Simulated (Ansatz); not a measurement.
## [H···H···SiH₃], doublet: transfer scan

Starting geometry:

```yaml
atoms:
  - { symbol: H, position_ang: [-2.7234, 0.0000, 0.0000] }
  - { symbol: H, position_ang: [-1.9784, 0.0000, 0.0000] }
  - { symbol: Si, position_ang: [0.1086, 0.0000, 0.0000] }
  - { symbol: H, position_ang: [0.5586, -1.4163, 0.0000] }
  - { symbol: H, position_ang: [0.5586, 0.7081, -1.2265] }
  - { symbol: H, position_ang: [0.5586, 0.7081, 1.2265] }
```

From there H2 is moved from one fragment to the other while all else, the fragments' distance too, stays fixed; atoms are numbered as listed. Energies are in kJ/mol, counted from the starting geometry at the same level. Kohn–Sham curves are unrestricted where that lies lower.

Basis cc-pVTZ; Ansatz 0.2.0. Only valence electrons are correlated (noble-gas cores frozen). Prefix R: restricted or restricted open-shell reference; prefix U: unrestricted.

Full CI isn't at hand for all of this; UCCSDT(Q) serves as the reference, and is uncertain by about the last step of the cluster series.

| distance H1-H2 (Å) | UCCSDT(Q) | PBE | revPBE | r2SCAN | PBE0 | B3LYP | r2SCAN0 | wB97M-V | B2PLYP | RPA-PBE |
| --- | --- | --- | --- | --- | --- | --- | --- | --- | --- | --- |
| 0.745 | 0.0 | 0.0 | 0.0 | 0.0 | 0.0 | 0.0 | 0.0 | 0.0 | 0.0 | 0.0 |
| 0.837 | 8.1 | 1.8 | 3.2 | 4.3 | 4.3 | 5.1 | 6.1 | 7.1 | 7.2 | 8.3 |
| 1.022 | 39.1 | 25.5 | 29.1 | 29.8 | 30.6 | 32.1 | 33.9 | 37.2 | 36.4 | 39.9 |
| 1.207 | 44.8 | 38.2 | 43.2 | 38.8 | 39.8 | 41.7 | 40.2 | 44.3 | 42.4 | 48.1 |
| 1.392 | 45.7 | 52.4 | 58.2 | 48.6 | 48.1 | 50.0 | 46.1 | 47.3 | 45.3 | 50.2 |
